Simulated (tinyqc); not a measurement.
G0W0 on RHF in the sto-3g basis, for H2O, spin multiplicity 1, step by step. One step of it, computed by the program tinyqc.

Problem. G0W0 on Hartree-Fock: LUMO. W(p,q,m) = sqrt2 sum_ia (pq|ia) (X+Y)_ia,m; Sigma_c(x) = sum_(i,m) W^2/(x - e_i + w_m) + sum_(a,m) W^2/(x - e_a - w_m); solve x = e_p + Sigma_c(x) by Newton steps; Z = 1/(1 - dSigma/dx); 1 hartree = 27.211386 eV.

orbital energies (hartree): MO1 -20.258400, MO2 -1.259909, MO3 -0.579750, MO4 -0.469721, MO5 -0.395627, MO6 0.563493, MO7 0.687070

Two-electron integrals over orbitals (pq|rs), unique and non-zero (hartree):
```
(11|11) 4.745333    (21|11) -0.418124   (21|21) 0.058552    (22|11) 1.006444
(22|21) -0.013177   (22|22) 0.729223    (31|11) 0.029425    (31|21) -0.003462
(31|22) 0.003140    (31|31) 0.011672    (32|11) -0.014156   (32|21) 0.001717
(32|22) 0.010995    (32|31) 0.017832    (32|32) 0.139575    (33|11) 0.802516
(33|21) -0.004767   (33|22) 0.642685    (33|31) -0.000993   (33|32) -0.003894
(33|33) 0.628178    (41|11) 0.187613    (41|21) -0.023411   (41|22) 0.015580
(41|31) 0.002302    (41|32) 0.000106    (41|33) 0.006427    (41|41) 0.026719
(42|11) -0.141440   (42|21) 0.009223    (42|22) -0.003613   (42|31) -0.000086
(42|32) 0.001824    (42|33) 0.003567    (42|41) 0.017209    (42|42) 0.124343
(43|11) 0.030276    (43|21) -0.001269   (43|22) 0.009924    (43|31) -0.003787
(43|32) 0.018846    (43|33) 0.007492    (43|41) -0.001642   (43|42) -0.014622
(43|43) 0.052327    (44|11) 0.964789    (44|21) -0.012763   (44|22) 0.663352
(44|31) -0.000027   (44|32) -0.013119   (44|33) 0.591438    (44|41) -0.009808
(44|42) -0.098046   (44|43) 0.013936    (44|44) 0.743427    (51|51) 0.026015
(52|51) 0.032522    (52|52) 0.145080    (53|51) -0.002208   (53|52) -0.007525
(53|53) 0.029268    (54|51) -0.013678   (54|52) -0.048386   (54|53) 0.004468
(54|54) 0.054283    (55|11) 1.115344    (55|21) -0.011756   (55|22) 0.748042
(55|31) 0.000820    (55|32) -0.007095   (55|33) 0.628056    (55|41) 0.005265
(55|42) -0.075980   (55|43) 0.017024    (55|44) 0.709842    (55|55) 0.880159
(61|11) 0.199630    (61|21) -0.030233   (61|22) 0.000251    (61|31) 0.006250
(61|32) 0.006255    (61|33) -0.001299   (61|41) -0.001114   (61|42) -0.020035
(61|43) 0.000464    (61|44) 0.017466    (61|55) 0.005263    (61|61) 0.028017
(62|11) -0.267423   (62|21) 0.005509    (62|22) -0.128576   (62|31) 0.003592
(62|32) 0.018391    (62|33) -0.074403   (62|41) -0.017862   (62|42) -0.024175
(62|43) -0.012650   (62|44) -0.064584   (62|55) -0.139029   (62|61) 0.010742
(62|62) 0.094053    (63|11) 0.127471    (63|21) -0.002698   (63|22) 0.054585
(63|31) -0.003535   (63|32) 0.024257    (63|33) 0.037143    (63|41) 0.000648
(63|42) -0.027473   (63|43) 0.030930    (63|44) 0.043688    (63|55) 0.069586
(63|61) 0.000200    (63|62) -0.034332   (63|63) 0.074876    (64|11) -0.238225
(64|21) 0.002958    (64|22) -0.104279   (64|31) -0.003379   (64|32) -0.026263
(64|33) -0.047117   (64|41) -0.000062   (64|42) 0.049068    (64|43) -0.014999
(64|44) -0.124169   (64|55) -0.129051   (64|61) -0.003800   (64|62) 0.049192
(64|63) -0.049910   (64|64) 0.091775    (65|51) -0.013188   (65|52) -0.050237
(65|53) 0.010503    (65|54) -0.001828   (65|65) 0.035085    (66|11) 0.815407
(66|21) -0.007466   (66|22) 0.611301    (66|31) -0.003879   (66|32) -0.056966
(66|33) 0.573125    (66|41) 0.018109    (66|42) 0.046733    (66|43) -0.034999
(66|44) 0.565347    (66|55) 0.594785    (66|61) -0.009734   (66|62) -0.087630
(66|63) -0.016967   (66|64) -0.027098   (66|66) 0.642329    (71|11) 0.091538
(71|21) -0.014320   (71|22) -0.001293   (71|31) -0.013420   (71|32) -0.021232
(71|33) 0.001997    (71|41) 0.001387    (71|42) -0.006319   (71|43) 0.005537
(71|44) 0.006534    (71|55) 0.002341    (71|61) 0.004352    (71|62) -0.003100
(71|63) 0.004748    (71|64) 0.003059    (71|66) 0.004073    (71|71) 0.021891
(72|11) -0.127964   (72|21) 0.002397    (72|22) -0.059923   (72|31) -0.013631
(72|32) -0.037199   (72|33) -0.024525   (72|41) -0.005966   (72|42) 0.000348
(72|43) 0.032636    (72|44) -0.039613   (72|55) -0.065102   (72|61) -0.003258
(72|62) 0.015800    (72|63) 0.019621    (72|64) 0.026840    (72|66) -0.044970
(72|71) 0.016092    (72|72) 0.070481    (73|11) -0.335658   (73|21) 0.006849
(73|22) -0.126829   (73|31) -0.000326   (73|32) 0.025869    (73|33) -0.083790
(73|41) 0.000909    (73|42) 0.076510    (73|43) -0.001828   (73|44) -0.139323
(73|55) -0.176921   (73|61) -0.006111   (73|62) 0.057935    (73|63) -0.028474
(73|64) 0.073824    (73|66) -0.057949   (73|71) -0.002463   (73|72) 0.040526
(73|73) 0.146563    (74|11) -0.056151   (74|21) 0.000738    (74|22) -0.018604
(74|31) 0.009063    (74|32) 0.072964    (74|33) -0.014851   (74|41) -0.001134
(74|42) 0.004228    (74|43) -0.000452   (74|44) -0.033291   (74|55) -0.029162
(74|61) 0.004359    (74|62) 0.021869    (74|63) 0.029147    (74|64) -0.006550
(74|66) -0.048866   (74|71) -0.011052   (74|72) -0.006513   (74|73) 0.037697
(74|74) 0.066004    (75|51) -0.006015   (75|52) -0.023113   (75|53) -0.020921
(75|54) 0.002471    (75|65) 0.005000    (75|75) 0.025916    (76|11) -0.002951
(76|21) 0.000526    (76|22) 0.008801    (76|31) 0.006326    (76|32) 0.066702
(76|33) -0.008700   (76|41) 0.005310    (76|42) 0.018414    (76|43) 0.036569
(76|44) -0.018204   (76|55) -0.003240   (76|61) -0.001665   (76|62) -0.013758
(76|63) 0.033419    (76|64) -0.022038   (76|66) -0.043901   (76|71) -0.008555
(76|72) 0.005367    (76|73) 0.030433    (76|74) 0.036324    (76|76) 0.067556
(77|11) 0.844676    (77|21) -0.008407   (77|22) 0.624275    (77|31) 0.007223
(77|32) 0.066249    (77|33) 0.600994    (77|41) 0.006364    (77|42) -0.005898
(77|43) 0.037188    (77|44) 0.582238    (77|55) 0.613570    (77|61) 0.004753
(77|62) -0.064231   (77|63) 0.065537    (77|64) -0.062334   (77|66) 0.523647
(77|71) -0.006498   (77|72) -0.022297   (77|73) -0.055431   (77|74) 0.029626
(77|76) 0.046143    (77|77) 0.653835
```

excitation energies w (hartree): 1.026021  1.119030  1.134135  1.201670  1.355052  1.539799  2.014788  2.115226  20.877183  20.989889

X + Y:
```
             1          2         3          4          5          6          7          8
1>6   0.000000   0.000367  0.000000  -0.000619  -0.000698   0.001522  -0.001842  -0.000108
1>7   0.000000  -0.000761  0.000000   0.001554   0.001028   0.000852   0.002124  -0.002260
2>6   0.000000  -0.040094  0.000000  -0.076020   0.047772  -0.283055   0.811831   0.412725
2>7   0.000000  -0.052753  0.000000   0.067259  -0.021138  -0.121148  -0.473184   0.831970
3>6   0.000000   0.402958  0.000000  -0.571743   0.621074  -0.146507  -0.079768  -0.008860
3>7   0.000000  -0.224375  0.000000  -0.298010   0.118202   0.810935   0.107370   0.152212
4>6   0.000000   0.855633  0.000000   0.154561  -0.259909   0.219977   0.061503   0.074010
4>7   0.000000   0.033592  0.000000   0.719508   0.610966   0.123756   0.042376   0.014102
5>6   0.963130   0.000000  0.080569   0.000000   0.000000   0.000000   0.000000   0.000000
5>7  -0.089999   0.000000  0.973302   0.000000   0.000000   0.000000   0.000000   0.000000

             9         10
1>6   0.995691   0.076936
1>7  -0.077372   0.995956
2>6   0.000185  -0.000038
2>7  -0.000081   0.000282
3>6  -0.000002   0.000049
3>7  -0.000069  -0.000034
4>6  -0.000038   0.000026
4>7   0.000055  -0.000113
5>6   0.000000   0.000000
5>7   0.000000   0.000000
```

Give: The 12 largest terms at x = e_p; Newton steps; quasiparticle energy of the LUMO; Hartree-Fock value.

Solution.

The 12 largest terms at x = e_p (hartree; W for the signs of X + Y given):
```
q  m        W     term
6  8  -0.1201  -0.0068
3  5   0.1016   0.0041
4  6   0.0981   0.0037
7  5   0.0728  -0.0036
2  7   0.1156   0.0035
6  7  -0.0826  -0.0034
6  5  -0.0614  -0.0028
4  8   0.0863   0.0024
2  8   0.0920   0.0021
4  5  -0.0684   0.0020
3  7  -0.0679   0.0015
4  2   0.0541   0.0014
```

Newton steps (hartree):
```
step       x  Sigma_c(x)       Z
0     0.5635      0.0068  0.9803
1     0.5702      0.0067  0.9803
2     0.5702      0.0067  0.9803
```

quasiparticle energy of the LUMO = 15.5160 eV

Hartree-Fock value = 15.3334 eV
